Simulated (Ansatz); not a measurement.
# C2H6O: a rigid scan of the angle H8–C2–O3

How does the energy rise as the angle H8–C2–O3 leaves its equilibrium value, and do density functionals follow CCSD(T)? No other atom is relaxed.

Program: Ansatz 0.2.0, Gaussian basis. Level of theory: single points in def2-TZVPP. These are calculated values, not measurements.

Levels: PBE-D4, r2SCAN-D4, PBE0-D4, B3LYP-D4, wB97M-V, Hartree-Fock, MP2, CCSD, CCSD(T). The scan takes 92.8, 97.3, 101.8, 106.3, 110.8, 115.3, 119.8, 124.3, 128.8°.

Cores are frozen in the correlated methods. B3LYP uses VWN-RPA correlation.

49 further runs of the same task are left out: 49 set aside as unsound or not needed.

## Step 1: Starting geometry

The minimum, relaxed at PBE0-D4: SMILES `CCO`, 9 atoms, charge 0, spin multiplicity 1.

Atoms are counted from 1 here; the program's logs count them from 0.

Bond lengths: C1–C2 1.513 Å, C1–H4 1.093 Å, C1–H5 1.092 Å, C1–H6 1.095 Å, C2–O3 1.413 Å, C2–H7 1.093 Å, C2–H8 1.099 Å, O3–H9 0.961 Å. Angles: C2–C1–H4 110.8°, C2–C1–H5 110.6°, C2–C1–H6 111.1°, H4–C1–H5 108.5°, H4–C1–H6 107.5°, H5–C1–H6 108.2°, C1–C2–O3 112.9°, C1–C2–H7 110.3°, C1–C2–H8 110.2°, O3–C2–H7 105.5°, O3–C2–H8 110.8°, H7–C2–H8 107.0°, C2–O3–H9 108.2°.

Coordinates:

| atom | x (Å) | y (Å) | z (Å) |
| --- | --- | --- | --- |
| C1 | -0.5364 | 0.5716 | -0.4684 |
| C2 | 0.3074 | -0.6000 | -0.0153 |
| O3 | 1.2055 | -0.2614 | 1.0216 |
| H4 | -1.1820 | 0.2854 | -1.3029 |
| H5 | 0.0976 | 1.4009 | -0.7890 |
| H6 | -1.1816 | 0.9281 | 0.3408 |
| H7 | 0.9323 | -0.9566 | -0.8375 |
| H8 | -0.3378 | -1.4376 | 0.2856 |
| H9 | 0.6950 | 0.0696 | 1.7650 |

Energies of the minimum (eV), from earlier single points: PBE-D4 -4215.36801, r2SCAN-D4 -4218.16624, PBE0-D4 -4215.78110, B3LYP-D4 -4220.99797, wB97M-V -4218.52139, CCSD(T) -4212.32755.

At the minimum the angle H8–C2–O3 is 110.8°.

## Step 2: H8–C2–O3 = 92.8°

Contents of ccsdt-tzvpp/in.yaml:

```yaml
crystal:
  periodic: [false, false, false]
  atoms:
    - {symbol: C, position_ang: [-0.536351, 0.571572, -0.468353]}
    - {symbol: C, position_ang: [0.307394, -0.599999, -0.015272]}
    - {symbol: O, position_ang: [1.205515, -0.261447, 1.021635]}
    - {symbol: H, position_ang: [-1.181995, 0.285447, -1.302881]}
    - {symbol: H, position_ang: [0.097564, 1.400899, -0.789036]}
    - {symbol: H, position_ang: [-1.181590, 0.928089, 0.340830]}
    - {symbol: H, position_ang: [0.932291, -0.956614, -0.837471]}
    - {symbol: H, position_ang: [-0.151182, -1.407820, 0.572508]}
    - {symbol: H, position_ang: [0.695008, 0.069637, 1.764957]}
basis:
  gaussian: {orbitals: def2-TZVPP}
correlation: {method: ccsd_t}
```

The command line of these runs was not kept.

The runs that follow: H8–C2–O3 = 97.3°; H8–C2–O3 = 101.8°; H8–C2–O3 = 106.3°; H8–C2–O3 = 110.8°; H8–C2–O3 = 115.3°; H8–C2–O3 = 119.8°; H8–C2–O3 = 124.3°; H8–C2–O3 = 128.8°.

**Question.** What will these runs give? Wanted: highest point, CCSD(T); lowest point, CCSD(T); minimum along the scan, CCSD(T); RMS deviation from CCSD(T); largest T1 diagnostic.

As calculated:

```
                       quantity                                                                                                            value
         highest point, CCSD(T)                                                                                           8.7 kcal/mol at 92.8 °
          lowest point, CCSD(T)                                                                                          0.0 kcal/mol at 110.8 °
minimum along the scan, CCSD(T)                                                                                                          110.8 °
                curvature there                                                                                                    2.25 meV/deg²
     RMS deviation from CCSD(T)  PBE-D4 0.3, r2SCAN-D4 0.1, PBE0-D4 0.1, B3LYP-D4 0.0, wB97M-V 0.1, Hartree-Fock 0.7, MP2 0.0, CCSD 0.1 kcal/mol
          largest T1 diagnostic                                                                                                            0.009
```

What this shows: A polynomial through the near points puts the CCSD(T) minimum at the PBE0-D4 value. Curvature against CCSD(T): PBE-D4 -6 %, Hartree-Fock +12 %. MP2 follows the CCSD(T) curve best and Hartree-Fock worst.
